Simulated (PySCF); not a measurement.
A PySCF script (with the pyscf-properties extension) for the NMR shieldings of difluorosilane (SMILES F[SiH2]F), on a PBE0-D3(BJ)/def2-TZVP geometry:

```python
import basis_set_exchange as bse
import numpy as np
from pyscf import gto, dft
from pyscf.prop import nmr

atoms = """
F    -1.126811   -0.972005    0.014308
Si    0.147584   -0.031084    0.076959
F     1.436927   -0.939710   -0.085599
H     0.189733    0.607669    1.404945
H     0.090542    0.908028   -1.058211
"""
names = dict.fromkeys(["F", "Si", "H"], "pcSseg-2")
basis = {el: gto.basis.parse(bse.get_basis(n, elements=[el], fmt="nwchem")) for el, n in names.items()}
mol = gto.M(atom=atoms, basis=basis, charge=0, verbose=0)
mf = dft.RKS(mol, xc="GGA_XC_KT3")
mf.grids.level = 2
mf.grids.alignment = dft.numint.BLKSIZE   # the property module wants whole blocks of grid points
mf.conv_tol = 1e-9
mf.kernel()

calc = nmr.RKS(mf)   # GIAO
sigma = calc.kernel()   # uncoupled for a functional without exact exchange
for i, s in enumerate(sigma):   # ppm
    w = np.linalg.eigvalsh((s + s.T) / 2)
    print("%2d %-2s iso %8.1f  s11 %8.1f  s22 %8.1f  s33 %8.1f" % (i, mol.atom_pure_symbol(i), w.mean(), *w))
```

**Question.** What are the results?

**Answer.** 
```
 0 F  iso    324.0  s11    235.5  s22    348.6  s33    388.0
 1 Si iso    386.6  s11    368.7  s22    390.7  s33    400.3
 2 F  iso    324.1  s11    235.5  s22    348.8  s33    387.8
 3 H  iso     26.4  s11     23.6  s22     24.2  s33     31.5
 4 H  iso     26.4  s11     23.6  s22     24.2  s33     31.5
```

These numbers come from an equivalent density-fitted implementation of the same equations, which agrees with the script to about 0.01 ppm for H and up to a few tenths of a ppm for heavy atoms, so last digits may differ.

**Question.** Turn these shieldings into chemical shifts. Shifts are taken against calculated references (same method and geometry level): 19F (145.48 ppm) vs CFCl3; 29Si (359.36 ppm) and 1H (31.63 ppm) against TMS.

**Answer.** Averaging equivalent atoms: F 0/2: -178.6; Si 1: -27.2; H 3/4: 5.21 ppm. Unscaled 19F shifts against computed CFCl3 carry errors that often reach 10 to 50 ppm.

Size and cost of the density-fitted run: 143 basis functions, 11 s wall time on 1 thread of an Arm Neoverse N1, shared host; peak memory 0.53 GiB.
